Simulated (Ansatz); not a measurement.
**C₃H₅FO: one species, many methods**

The task here is to estimate one member of a computed series from the others.

Method: functionals in def2-TZVPP, the program's frozen cores in correlated methods; program: Ansatz 0.2.0, Gaussian basis.

Levels to be run: LDA (SPW92), PBE-D4, revPBE-D4, BLYP-D4, r2SCAN-D4, B97M-V, PBE0-D4, B3LYP-D4, r2SCANh-D4, r2SCAN0-D4, HSE06-D4, BHLYP-D4, CAM-B3LYP-D4, LC-ωPBE, ωB97X-V, ωB97M-V, B2PLYP, PBE-QIDH; CCSD(T)/def2-SVP; CCSD(T)/def2-TZVPP; MP2/def2-QZVPP; extrapolation to the limit; RPA on PBE.

**The relaxed structure**

All runs share one geometry, relaxed beforehand with PBE0-D4 in a triple-zeta def2 set.

10 atoms, charge 0, spin multiplicity 1.

Atoms are counted from 1 here; the program's logs count them from 0.

Bond lengths: F1–C2 1.371 Å, C2–C3 1.523 Å, C2–O5 1.398 Å, C2–H6 1.094 Å, C3–C4 1.530 Å, C3–H7 1.088 Å, C3–H8 1.089 Å, C4–O5 1.442 Å, C4–H9 1.092 Å, C4–H10 1.093 Å. Angles: F1–C2–C3 113.3°, F1–C2–O5 111.2°, F1–C2–H6 106.3°, C3–C2–O5 92.8°, C3–C2–H6 119.9°, O5–C2–H6 112.8°, C2–C3–C4 84.1°, C2–C3–H7 113.6°, C2–C3–H8 114.9°, C4–C3–H7 116.4°, C4–C3–H8 115.5°, H7–C3–H8 110.2°, C3–C4–O5 90.8°, C3–C4–H9 116.0°, C3–C4–H10 116.2°, O5–C4–H9 111.2°, O5–C4–H10 111.6°, H9–C4–H10 109.8° and more.

The first run:

Contents of in.yaml:

```yaml
crystal:
  periodic: [false, false, false]
  atoms:
    - {symbol: F, position_ang: [-1.996711, -0.435797, -0.413511]}
    - {symbol: C, position_ang: [-0.986617, 0.208215, 0.253697]}
    - {symbol: C, position_ang: [0.242404, 0.459259, -0.609931]}
    - {symbol: C, position_ang: [0.906637, -0.565269, 0.312823]}
    - {symbol: O, position_ang: [-0.298637, -0.667560, 1.098276]}
    - {symbol: H, position_ang: [-1.453480, 1.038283, 0.792181]}
    - {symbol: H, position_ang: [0.112814, 0.162012, -1.648619]}
    - {symbol: H, position_ang: [0.643455, 1.469705, -0.554567]}
    - {symbol: H, position_ang: [1.739952, -0.197708, 0.914871]}
    - {symbol: H, position_ang: [1.173382, -1.522239, -0.142321]}
basis:
  gaussian: {orbitals: def2-TZVPP}
hamiltonian: {xc: lda}
output: {orbitals: {seedname: orbitals}}
```

On the command line:

```sh
$ ansatz run in.yaml --threads 4 --pin off --events-out ev --progress --plain --max-ram 10444MiB
```

Steps of the session up to this table: LDA; PBE-D4 (GGA); revPBE-D4 (GGA); BLYP-D4 (GGA); r2SCAN-D4 (meta-GGA); B97M-V (meta-GGA); B3LYP-D4 (hybrid); r2SCANh-D4 (hybrid); r2SCAN0-D4 (hybrid); HSE06-D4 (hybrid); BHLYP-D4 (hybrid); CAM-B3LYP-D4 (range-separated); LC-ωPBE (range-separated); ωB97X-V (range-separated); ωB97M-V (range-separated); B2PLYP (double hybrid); PBE-QIDH (double hybrid).

One of the session's tables, all rows but one given; the rest of the session is left out.

It belongs to the step «Frontier levels by functional». 

```
  functional  HOMO (eV)  LUMO (eV)  gap (eV)
 LDA (SPW92)      -6.71       0.39      7.10
      PBE-D4      -6.57       0.57      7.15
   revPBE-D4          ?          ?         ?
     BLYP-D4      -6.50       0.53      7.02
   r2SCAN-D4      -6.89       1.17      8.06
      B97M-V      -7.05       0.76      7.81
     PBE0-D4      -8.19       1.39      9.58
    B3LYP-D4      -7.96       1.01      8.97
  r2SCANh-D4      -7.50       1.51      9.01
  r2SCAN0-D4      -8.42       1.95     10.37
    HSE06-D4      -7.78       1.01      8.80
    BHLYP-D4      -9.78       1.95     11.73
CAM-B3LYP-D4      -9.67       2.12     11.80
     LC-ωPBE     -10.99       3.47     14.46
     ωB97X-V     -10.67       3.28     13.95
     ωB97M-V     -10.60       2.82     13.43
```

**Question.** Estimate the row for revPBE-D4.

As computed: HOMO (eV): -6.52; LUMO (eV): 0.63; gap (eV): 7.15. In the column «HOMO (eV)» it lies between PBE-D4 (-6.57) and BLYP-D4 (-6.50).
